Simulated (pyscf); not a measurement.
•H₂Si–O–SiH₃ + F–C(F)(F)–F → F–SiH₂–O–SiH₃ + F–C•(F)–F (atom transfer; doublet surface; C–F broken, F–Si formed). Structures and frequencies: ωB97X-D3(BJ)/def2-SVP in PySCF. Energies in kcal/mol from the separated reactants.

```tsv
level	barrier	reaction energy
ωB97X-D3(BJ)/def2-TZVP	35.9	-29.0
PBE/def2-TZVP	23.0	-25.7
r²SCAN/def2-TZVP	[?]	[?]
PBE0-D3(BJ)/def2-TZVP	[?]	-25.7
M06-2X/def2-TZVP	35.7	-27.8
HF/def2-TZVP	62.0	-32.1
```

Some entries are withheld; supply them.


- r²SCAN/def2-TZVP, barrier: 26.7
- r²SCAN/def2-TZVP, reaction energy: -28.0
- PBE0-D3(BJ)/def2-TZVP, barrier: 31.8

The functionals in the table span 12.8 kcal/mol in this barrier, from PBE to ωB97X-D3(BJ)/def2-TZVP. This is the saddle that the search found; another between the same sides may lie lower. The angle at the transferred F is 165°.
